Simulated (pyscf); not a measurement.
A first-order saddle from PySCF, ωB97X-D3(BJ)/def2-SVP:

```xyz
8

O      0.7289     1.3834    -1.1422
Ge    -0.0325     0.1335    -0.1183
H      0.5360     2.2802    -0.8408
H     -0.6347    -1.3009     1.6046
H      0.4671    -1.1517    -0.8623
H      0.0483    -0.5805     1.5487
H     -1.6588    -0.5372     0.3280
H     -1.5150    -1.2785     0.9749
```
Charge 0, spin multiplicity 1.

Surface: singlet, charge 0. Lowest wavenumbers (cm⁻¹): 1870i, 127, 209, 499, 668.

Task: Name the species on either side of this saddle.

Result: `[OH][GeH3]` + `[H][H]` ⇌ `[OH][GeH]` [singlet] + `[H][H]` + `[H][H]`, a multi-bond step read from left to right: Ge–H, Ge–H, H–H broken and H–H, H–H formed. At ωB97M-D3(BJ)/def2-TZVP it lies +2.78 eV from the left side and +1.67 eV from the right (each side as separated species at their lowest minima found). The same reactants have a lower exit, to GeH₄ + H₂O (barrier +1.99 eV at ωB97M-D3(BJ)/def2-TZVP, against +2.78 eV here). One saddle was located; it need not be the lowest between these sides. Elements up to Kr have no core potential and no relativistic terms here.
